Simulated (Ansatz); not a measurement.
**CCSD(T) against full CI for several species**

Each species is computed at the geometry given (Å), with frozen cores, in Ansatz 0.2.0: RHF-CCSD(T) for singlets, UHF-CCSD(T) otherwise, and full CI in the same basis. The program picks the determinant by trial CCSD, so it needn't be the lowest Hartree–Fock solution. States: GeN⁺ Σ⁺ or Δ, HSiAl A'', [H···H···OH] A'. Cases whose determinant has another symmetry than full CI's state, or whose (Q) step broke down, weren't drawn. No relativity is included.

Problem. Judging by size, spin and bonding and the diagnostics given, rank them by the size of CCSD(T)'s error in total energy against full CI in the same basis, smallest first (an estimate).
A. HSiAl, triplet, 6-31G: Si 0.000 -0.479 2.991; Al 0.000 -0.396 -5.132; H 0.000 0.875 2.141. T1 0.009, (T) -12 meV in a correlation energy of -2.06 eV
B. [H···H···OH], doublet, 6-31G: H -1.800 0.050 0.000; H -1.024 0.050 0.000; O 0.152 0.050 0.000; H 0.404 -0.890 0.000. T1 0.021, (T) -37 meV in a correlation energy of -3.80 eV
C. GeN⁺, singlet, 6-31G: Ge 0.000 0.000 0.000; N 0.000 0.000 1.548. T1 0.105, (T) -426 meV in a correlation energy of -6.01 eV

Solution. C (2.3 meV), A (6.6 meV), B (15.8 meV).

```json
{"species": "GeN⁺, singlet", "basis": "6-31G", "correlated electrons": "8", "CCSD(T) − full CI (meV)": "2.3", "CCSDT(Q) − full CI (meV)": "-42.8", "unpaired electrons (full CI)": "0.57", "T1": "0.105", "⟨S²⟩ of the determinant": "0.00"}
{"species": "HSiAl, triplet", "basis": "6-31G", "correlated electrons": "8", "CCSD(T) − full CI (meV)": "6.6", "CCSDT(Q) − full CI (meV)": "0.7", "unpaired electrons (full CI)": "2.15", "T1": "0.009", "⟨S²⟩ of the determinant": "2.00"}
{"species": "[H···H···OH], doublet", "basis": "6-31G", "correlated electrons": "9", "CCSD(T) − full CI (meV)": "15.8", "CCSDT(Q) − full CI (meV)": "0.1", "unpaired electrons (full CI)": "1.02", "T1": "0.021", "⟨S²⟩ of the determinant": "0.78"}
```

Unpaired electrons are Σ n²(2−n)² over natural occupations; an open shell counts its own unpaired electrons too. Frozen cores follow each run's orbitals, which moves totals by a few meV. For GeN⁺, singlet CCSDT(Q) lies farther off than CCSD(T), so the series isn't closing smoothly there. GeN⁺, singlet has a large T1 and a small miss, so T1 alone doesn't rank these.
